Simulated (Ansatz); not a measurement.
# H6SSi: the cost of one run

Method: CAM-B3LYP-D4/6-31G; program: Ansatz 0.2.0, Gaussian basis.

## Step 1: The system as given

The start, a first-order saddle point found at PBE0-D4 in triple zeta: 8 atoms, charge 0, spin multiplicity 1.

Atoms are counted from 1 here; the program's logs count them from 0.

Bond lengths: Si1–H3 1.499 Å, Si1–H4 1.477 Å, Si1–H5 1.490 Å, Si1–H7 1.706 Å, S2–H8 1.343 Å. Angles: H3–Si1–H4 109.8°, H3–Si1–H5 101.4°, H3–Si1–H7 82.2°, H4–Si1–H5 114.6°, H4–Si1–H7 98.2°, H5–Si1–H7 142.9°.

Geometry (Å):

```mol
H6SSi
  3D, bonds by distance, orders not assigned

  8  5  0  0  0  0  0  0  0  0999 V2000
   -0.6360   -0.1217   -0.4160 Si  0  0
    0.7146    0.4725    1.6103 S   0  0
   -0.7035   -0.6921   -1.8010 H   0  0
   -1.3932    1.1454   -0.3599 H   0  0
   -1.2223   -1.2300    0.3880 H   0  0
    1.0315    0.6224   -0.0325 H   0  0
    0.8401    0.5042   -0.9974 H   0  0
    1.3690   -0.7007    1.6085 H   0  0
  1  3  8  0
  1  4  8  0
  1  5  8  0
  1  7  8  0
  2  8  8  0
M  END
```

## Step 2: The run

md/in.yaml

```yaml
crystal:
  periodic: [false, false, false]
  atoms:
    - {symbol: Si, position_ang: [-0.636044, -0.121659, -0.416031]}
    - {symbol: S, position_ang: [0.714593, 0.472530, 1.610300]}
    - {symbol: H, position_ang: [-0.703535, -0.692105, -1.800979]}
    - {symbol: H, position_ang: [-1.393202, 1.145412, -0.359900]}
    - {symbol: H, position_ang: [-1.222318, -1.230027, 0.388025]}
    - {symbol: H, position_ang: [1.031470, 0.622427, -0.032466]}
    - {symbol: H, position_ang: [0.840136, 0.504187, -0.997419]}
    - {symbol: H, position_ang: [1.368999, -0.700665, 1.608469]}
basis:
  gaussian: {orbitals: 6-31G}
hamiltonian: {xc: {name: CAM-B3LYP}, dispersion: d4}
md: {n_steps: 40, timestep: 0.5, temperature: 300, ensemble: nve, seed: 29, initial_velocities: maxwell_boltzmann}
```

On the command line:

```
ansatz run in.yaml --threads 2 --pin off --events-out ev --progress --plain --max-ram 4352MiB
```

**Question.** How long does this run take on 2 threads of Arm Neoverse V2, shared host?

About 33 s.
